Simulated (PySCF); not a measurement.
BH4⁺, triplet: vertical spin and charge gaps

Geometry (PBE0/def2-TZVP stationary point for this spin, not checked as a minimum):

```xyz
5

B     0.0000    0.0000    0.0000
H     0.4725    0.4863    1.0573
H    -0.4858   -0.4709    1.0582
H    -0.4719    0.4714   -1.0643
H     0.4852   -0.4868   -1.0513
```

Basis aug-cc-pVDZ; PySCF 2.14.0. Only valence electrons are correlated (noble-gas cores frozen). R marks a restricted (for open shells ROHF) determinant.

Gaps are energies of the second state less the first, at fixed atoms, for a selection of the levels run; mean-field and cluster levels share one orbital occupation for each state, and full CI takes the lowest of the symmetries tried.

Adding an electron, to the doublet: -9.607 eV at RCCSDT.

```
   level  gap (eV)  error (meV)
     RHF    -8.361         1246
    RMP2    -9.409          198
   RCCSD    -9.537           70
RCCSD(T)    -9.599            8
```

Full CI isn't at hand for all of this; RCCSDT serves as the reference. It lacks quadruple excitations.
